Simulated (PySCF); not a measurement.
Below is a simulated gas-phase O 1s photoelectron spectrum of `[H]/N=C\C(=O)O`.

Every computed line was given a Gaussian of 0.7 eV full width at half maximum and an area set by the number of equivalent atoms; the highest printed point is 100. Computed with PySCF, delta-SCF UKS SCAN, pcX-2 on the ionised atom, pcseg-1 elsewhere, spin-free X2C.

binding energy (eV), intensity and a bar:
```
    537.5          0 
    537.6          1 
    537.7          3 #
    537.8          7 ##
    537.9         14 ####
    538.0         25 #######
    538.1         42 ############
    538.2         61 ##################
    538.3         81 ########################
    538.4         95 #############################
    538.5        100 ##############################
    538.6         94 ############################
    538.7         79 ########################
    538.8         59 ##################
    538.9         39 ############
    539.0         24 #######
    539.1         13 ####
    539.2          6 ##
    539.3          3 #
    539.4          1 
    539.5          0 
    539.6          0 
    539.7          0 
    539.8          1 
    539.9          2 #
    540.0          5 #
    540.1         10 ###
    540.2         20 ######
    540.3         34 ##########
    540.4         53 ################
    540.5         73 ######################
    540.6         90 ###########################
    540.7         99 ##############################
    540.8         98 #############################
    540.9         86 ##########################
    541.0         67 ####################
    541.1         47 ##############
    541.2         29 #########
    541.3         16 #####
    541.4          8 ##
    541.5          4 #
    541.6          1 
    541.7          1
```

Problem. Count the maxima, the lines and the sites behind this envelope.

Solution. The curve has 2 maxima (at 538.5 and 540.7 eV). Under it lie 2 lines from 2 inequivalent oxygen sites.

Problem. Decompose the envelope and assign each component. Numbering: `[H]/[N:1]=[CH:2]\[C:3](=[O:4])[OH:5]`.

Solution. 
| position (eV) | relative area | line | atoms | environment |
| --- | --- | --- | --- | --- |
| 538.49 | 1 | O 1s | O4 | acid carbonyl oxygen |
| 540.73 | 1 | O 1s | O5 | acid hydroxyl oxygen |

Problem. What are the centre and the root-mean-square width of the whole band?

Solution. The area-weighted mean of the lines is 539.61 eV. Their own spread about it is 1.12 eV (rms) and each Gaussian has σ = 0.7/2.355 = 0.30 eV; the variances add, which gives 1.16 eV.

Problem. Above which line width would these two lines show one maximum?

Solution. Two equal Gaussians merge once their distance is under 2σ = FWHM/1.177. With 2.24 eV between them that is a full width over 2.64 eV.

The listed O 1s values span 2.24 eV, from O4 (bonded to C (double bond)) to O5 (bonded to C and H).

No satellites, vibrations or lifetime broadening are included. Geometry: GFN2-xTB, one conformer, isolated molecule.

Conformer computed: `[H]/[N:1]=[CH:2]\[C:3](=[O:4])[OH:5]`: N1–C2–C3–O4 0°, H–O5–C3–C2 180°.
